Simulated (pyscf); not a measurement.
Thermochemistry of product channels of H₃Si–SiH₂–GeH₂–SiH₃ + hydrogen chloride (HCl) on the singlet surface, in kJ/mol, from ωB97M-D3(BJ)/def2-TZVP energies (ideal gas, 1 atm, RRHO with modes under 100 cm⁻¹ raised to 100, one conformer, R ln 2 for chiral ones without a mode under 150 cm⁻¹). PySCF, gas phase, ωB97X-D3(BJ)/def2-SVP geometries.

```json
[
 {"products": "H₃Si–SiH₂–Cl + H₃Si–GeH₃", "ΔE": "-68.5", "ΔH(298 K)": "-68.4", "ΔG(298 K)": "-73.2", "ΔG(600 K)": "-76.6"},
 {"products": "disilane (H₃Si–SiH₃) + H₃Si–GeH₂–Cl", "ΔE": "-48.6", "ΔH(298 K)": "-48.6", "ΔG(298 K)": "-51.9", "ΔG(600 K)": "-53.8"}
]
```

These are energies of the channels, which say nothing of barriers. Elements up to Kr have no core potential and no relativistic terms here.
